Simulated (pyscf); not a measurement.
Optimised with ωB97X-D3(BJ)/def2-SVP in PySCF.

Task: PBE/def2-TZVP puts the barrier of `[CH4]` + `[CH3][SiH3]` → `[CH3][SiH2][CH3]` + `[H][H]` (four-centre exchange; singlet surface; C–H, H–Si broken, C–Si, H–H formed) at 295.2 kJ/mol and the reaction energy at +28.8 kJ/mol, from the separated reactants. What do B3LYP-D3(BJ)/def2-TZVP, PBE0-D3(BJ)/def2-TZVP, ωB97M-D3(BJ)/def2-TZVP give on the same structures?

Result: B3LYP-D3(BJ): ΔE‡ = 323.9 kJ/mol, ΔE = +29.1 kJ/mol; PBE0-D3(BJ): ΔE‡ = 303.9 kJ/mol, ΔE = +26.7 kJ/mol; ωB97M-D3(BJ): ΔE‡ = 322.8 kJ/mol, ΔE = +27.4 kJ/mol. PBE's barrier lies under all of them, by 8.7 to 28.7 kJ/mol. Its reaction energy matches one of them and lies within 2.1 kJ/mol of the others. Low barriers are usual for a GGA, whose delocalisation error favours stretched bonds. At the saddle there is also a short H–Si contact that neither side keeps. One saddle was located; it need not be the lowest between these sides.
